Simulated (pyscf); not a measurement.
Structures and frequencies: ωB97X-D3(BJ)/def2-SVP in PySCF. MP2 and CC: frozen core, UHF for open shells. ΔMP2 is the change of the MP2 total energy from the triple- to the quadruple-zeta basis.

**Question.** How much does it cost (ΔH, 298 K, CCSD(T)/def2-TZVPP + ΔMP2(QZVPP)) to split HO–SiH=PH (SMILES O[SiH]=P) at its O–Si bond into OH• + [HSi=PH]•?

**Answer.** O–Si to OH• + [HSi=PH]•: 119.2 kcal/mol. The radicals are drawn with the spin at the cut bond; how far it spreads was not checked. [HSi=PH]• lies 5.2 kcal/mol over its isomer H₂Si=P•, and others may lie lower still (electronic energy, ωB97M-D3(BJ)). The CCSD(T) − MP2 part came from Ansatz, without density fitting, on the same reference. An open-shell T1 diagnostic exceeds 0.045. A UHF reference is spin-contaminated (<S²> up to 1.15), which harms MP2 most. Left out: the spin-orbit lowering of OH.
